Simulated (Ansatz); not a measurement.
Gas-phase reaction in SMILES: [Cl][Na] → [Na][Cl] as doublet, charge +1 + e-

Wanted: adiabatic ionisation energy (0 K, with zero-point energies), in eV. Conventions: valence correlation only; 6-311+G** with 5d, 6d on Na to Ar in Ansatz (an electronic-structure program); non-relativistic; spin-orbit terms left out; LANL2DZ with its own core potentials from Na on; UHF or UKS for open shells; six Cartesian d functions in 6-31G* and its kin unless marked 5d. First-principles rows: single points at B3LYP-D3(BJ) geometries (Ansatz), with unscaled harmonic terms from B3LYP/6-31G* at its own minima. The spin state of an ion or metal species was assumed, not searched.

```csv
level,program,"adiabatic ionisation energy (0 K, with zero-point energies) (eV)"
HF/STO-3G,Ansatz,5.00
HF/LANL2DZ,Ansatz,7.61
SVWN5/6-31G*,Ansatz,9.31
PBE/LANL2DZ,Ansatz,8.68
PBE/6-31G*,Ansatz,8.97
BLYP/6-31G*,Ansatz,8.84
B3LYP/3-21G,Ansatz,8.94
B3LYP/LANL2DZ,Ansatz,8.69
B3LYP/6-31G*,Ansatz,8.98
B3LYP/cc-pVDZ,Ansatz,8.97
B3LYP/6-311+G**,Ansatz,9.12
PBE0/6-31G*,Ansatz,8.93
MP2/STO-3G,Ansatz,5.06
MP2/3-21G,Ansatz,8.16
PBE/def2-TZVPD,Ansatz,9.08
```

No value to compare with is used here. The 14 habitual levels span 5.00 (HF/STO-3G) to 9.31 eV (SVWN5/6-31G*); PBE/def2-TZVPD gives 9.08.

The levels are drawn from those run, B3LYP/6-31G* more often than the rest, none by its result; runs whose electronic state is in doubt are left out.
